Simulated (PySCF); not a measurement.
CO, singlet: the ladder up to RCCSDT(Q)

Geometry: MP2(full)/6-31G*, from the G2/97 set.

```tsv
atom	x (Å)	y (Å)	z (Å)
O	0.0000	0.0000	0.0000
C	0.0000	0.0000	1.1503
```

Basis cc-pVDZ; PySCF 2.14.0. Correlated methods freeze the noble-gas cores, which leaves 10 electrons in 26 orbitals. Prefix R: restricted or restricted open-shell reference.

Full CI isn't at hand for all of this; RCCSDT(Q) serves as the reference, and is uncertain by the last step of the cluster series or more.

* T1 diagnostic (ROHF- or RHF-based CCSD): 0.0207
* largest doubles amplitude (ROHF- or RHF-based CCSD): 0.079

Question: From what is known of these methods and the diagnostics, rank them by the size of their error in total energy against RCCSDT(Q) in cc-pVDZ, smallest first (an estimate: the text doesn't fix the numbers).
A. RMP2
B. RCCSDT
C. RCCSD(T)
D. RHF
E. RCCSD

Answer: B (3.1 kJ/mol), C (4.3 kJ/mol), E (33.8 kJ/mol), A (51.9 kJ/mol), D (815.1 kJ/mol).

All errors are against RCCSDT(Q) in cc-pVDZ. Within each family the higher level lies nearer, as is usual though not guaranteed.

Atomization energy (electronic, same basis, no zero-point term; atoms at the same level, unrestricted beside the R rows where the molecule is a closed shell; the atoms' step beyond CCSDT comes from their full CI) at RCCSDT(Q): 1012.6 kJ/mol. Errors of other levels:

| level | error (kJ/mol) |
| --- | --- |
| RHF | -310.6 |
| RMP2 | 49.0 |
| RCCSD | -28.0 |
| RCCSD(T) | -2.9 |
| RCCSDT | -2.8 |

This basis is far from its limit, so the value isn't to be set against a measured one.
